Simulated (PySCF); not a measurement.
Gas-phase reaction: AlH3 + 2 Al ⇌ 3 AlH

Computed with PySCF and rigid-rotor harmonic-oscillator thermochemistry at 1 bar. † marks an energy on the PBE0/def2-TZVP geometry and frequencies. CCSD(T) freezes the core. Open shells (unrestricted): Al (multiplicity 2); the rest are closed-shell singlets. Spin-orbit splitting is ignored; it lowers the true energy and changes the entropy of Al. AlH3: computed as isolated molecules; such fragments, hydroxides, amides, oligomers or adducts are transient or little studied in the gas. CCSD(T) isn't extrapolated to the basis-set limit.

PBE/def2-TZVP† gives ΔH°(298 K) = -34 kJ.

**Question.** What do CCSD(T)/def2-SVP†, HF/def2-TZVP†, ωB97X-V/def2-TZVP† give?

**Answer.** CCSD(T)/def2-SVP†: -42 kJ; HF/def2-TZVP†: 29 kJ; ωB97X-V/def2-TZVP†: -35 kJ. For scale, ΔH°(298 K) is -34 kJ at this level, -64 kJ at ωB97M-V/def2-TZVP†, and runs from -185 to 29 kJ over the 20 levels computed.
